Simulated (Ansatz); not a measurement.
A made-up structure of CH₂NaS, doublet:

C1  (-0.408, 0.117, -0.234)
S2  (1.507, -1.193, 0.694)
Na3  (0.626, 1.157, 0.663)
H4  (-0.374, 0.130, -1.322)
H5  (-1.352, -0.210, 0.199)
(Å)

It is relaxed with PBE-D4/def2-SVP and then PBE0-D4/def2-TZVP (Ansatz 0.2.0). Atoms count as bonded within 1.22 times the sum of their covalent radii (H–H: 0.88 Å). The end point is not checked to be a true minimum.

Problem. Does its bonding change? (A judgement: the text doesn't fix the answer.)

Solution. By the calculation: Yes. Formed: C1–S2; broken: none.

Where it ends: The first stage lowers the energy by 4.41 eV in 8 steps. It ends as CH₂NaS ([CH2]1[Na][S]1):
```tsv
atom	x (Å)	y (Å)	z (Å)
C1	-0.3372	-0.2237	-0.2667
S2	1.0541	-0.9160	0.4690
Na3	0.9420	1.5434	0.9520
H4	-0.3419	-0.0304	-1.3381
H5	-1.3171	-0.3732	0.1837
```

Labels in which every atom is bracketed show which atoms are joined, not bond orders.

For scale, one of the runs: PBE0-D4/def2-TZVP relaxation, 112 basis functions, launched by `ansatz run in.yaml --threads 2 --pin off --events-out ev --progress --plain --max-ram 4352MiB`. The run took about 18 s on 2 CPU threads of an Arm Neoverse V2 (shared host).
